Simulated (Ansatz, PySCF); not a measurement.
System: silicon monoxide, SiO, net charge 0, singlet state. 
Geometry from a B3LYP-D3(BJ)/def2-TZVP (Ansatz, an electronic-structure program) optimisation:
```
Si
O 1 1.5131
```

Wanted: atomisation energy (electronic, to ground-state atoms), in kcal/mol. Cores are frozen in the correlated levels unless marked. Open shells are spin-unrestricted. No spin-orbit coupling. No relativistic terms. The coupled-cluster limit lacks core correlation, which all-electron functionals hold. CBS marks a two-point X^-3 extrapolation of the correlation energy; Hartree-Fock from the larger set (for Q and 5 zeta extrapolated as (X+1)exp(-9√X)).

```csv
level,program,atomisation energy (kcal/mol)
HF/6-31G*,Ansatz,101.8
HF/def2-QZVPP,Ansatz,110.7
revPBE-D4/def2-TZVPD,Ansatz + dftd4,189.1
M06-L-D4/def2-TZVPD,PySCF + dftd4,188.5
PBE0-D4/def2-TZVP,Ansatz + dftd4,182.5
BHLYP-D3(BJ)/def2-TZVPD,Ansatz + dftd3,171.8
PW6B95/def2-TZVPD,PySCF,188.0
```

Q: What does CCSD(T)/CBS(cc-pV(Q+d)Z,cc-pV(5+d)Z) (Ansatz) give?

A: 191.8 kcal/mol, so PW6B95/def2-TZVPD differs from it by -3.8 kcal/mol.
